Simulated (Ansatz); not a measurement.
C4H5FO can be A, `C=C(O)C(=C)F`, or B, `OC(F)C1C=C1`.

Gas-phase electronic energies from Ansatz, PBE0-D4/def2-TZVP geometries. CCSD(T)/CBS is the MP2 limit (def2-TZVPP, def2-QZVPP) plus CCSD(T) − MP2 in def2-TZVPP, frozen cores. DFT in def2-TZVPP. B3LYP here is the variant with VWN-RPA as its local correlation; programs differ in this. One conformer a species, not always the lowest.

(1) Which isomer does CCSD(T)/CBS put lower? Give the gap. (Estimate.)

(2) Give E(B) − E(A) in kcal/mol with CCSD/def2-TZVPP, B2PLYP, PBE-D4, B3LYP-D4, MP2/def2-TZVPP, ωB97M-V, HF/def2-TZVPP. (Best estimate.)

Largest T1 diagnostic: 0.012.

## Answers

(1) Ansatz gave: A, by 30.9 kcal/mol.

(2) The calculation gave: CCSD/def2-TZVPP 30.7, B2PLYP 33.1, PBE-D4 32.3, B3LYP-D4 35.2, MP2/def2-TZVPP 28.7, ωB97M-V 30.3, HF/def2-TZVPP 33.6. None reverses the order clearly.

In def2-TZVPP, CCSD(T) changes the Hartree–Fock value by −2.5 kcal/mol (the triples alone add +0.5 kcal/mol) and MP2 by −4.9 kcal/mol. From PBE to PBE0 (25 % exact exchange), in def2-TZVPP and without D4, E(B) − E(A) moves by −1.8 kcal/mol.
